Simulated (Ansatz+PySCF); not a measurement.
Values are calculated unless marked as measured or tabulated.
Input for Ansatz (development build ahead of 0.2.0):

```yaml
crystal:
  periodic: [false, false, false]
  atoms:
    - { symbol: Cl, position_ang: [0.0, 0.0, 0.0] }
    - { symbol: H, position_ang: [1.7709, 0.0, 1.02243] }
    - { symbol: H, position_ang: [-1.7709, 0.0, 1.02243] }
basis:
  gaussian: { orbitals: "6-31G" }
magnetization:
  initial_magnetization: 3
hamiltonian:
  xc: hf
correlation:
  method: fci
  frozen_orbitals: { Cl: 5, H: 0 }
```

The input is written out in the form of the current development build from the run's settings.

The run gave:

```
Converged    : yes
Total energy : -460.42940 hartree
State        : lowest quartet root, of any spatial symmetry
```
